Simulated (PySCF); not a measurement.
Consider `F[SiH2]F` (F2H2Si). Optimised structure (Å), atoms numbered from 1:
```
F    -1.1526   -1.0297   -0.3004
Si   -0.0046    0.0598    0.0018
F     1.4074   -0.7163    0.0313
H    -0.2517    0.6465    1.3385
H     0.0196    1.0414   -1.1065
```

Level of theory: ωB97X-D3(BJ)/ma-def2-TZVP single points in PySCF, grid level 2; every species was optimised with PBE0-D3(BJ)/def2-SVP. The prefix ma- adds one diffuse s and one diffuse p function on all atoms but H. Thermal corrections: PBE0-D3(BJ)/def2-SVP frequencies, unscaled, ideal gas at 298.15 K and 1 bar, quasi-RRHO entropy.

**Question.** What are the vertical and the adiabatic ionisation energy for forming the radical cation?

**Answer.** 13.02 eV vertical and 12.17 eV adiabatic, the latter with zero-point energy.

**Question.** Where does the unpaired spin of the relaxed radical cation sit?

**Answer.** H (on Si2) 0.41, H (on Si2) 0.38, Si2 (silicon) 0.12 (intrinsic atomic orbital populations).

**Question.** What oxidation potential follows in dichloromethane (IEF-PCM), given that Fc+/Fc comes at 4.70 V absolute with this functional and basis?

**Answer.** In the gas phase ΔG of oxidation is 12.129 eV, and solvation is -7.5 kJ/mol for the parent and -261.5 kJ/mol for the product, so the absolute potential is 9.50 V, or 4.80 V against Fc+/Fc. Fc+/Fc in dichloromethane, 4.70 V, is ωB97X-D3(BJ)/ma-def2-TZVP on PBE0-D3(BJ)/def2-SVP structures with GFN2-xTB thermal terms. Benchmark calculations put it near 5.0 V in acetonitrile and DMSO, so it is about 0.3 V low, and the value against it can read up to that much too high. The solvent is electrostatics only, on gas-phase structures; the absolute scale refers to an electron at rest in vacuum.

**Question.** How far is −ε(HOMO) from the vertical value by ΔSCF?

**Answer.** −ε(HOMO) = 12.56 eV, which is 0.46 eV below the ΔSCF value.
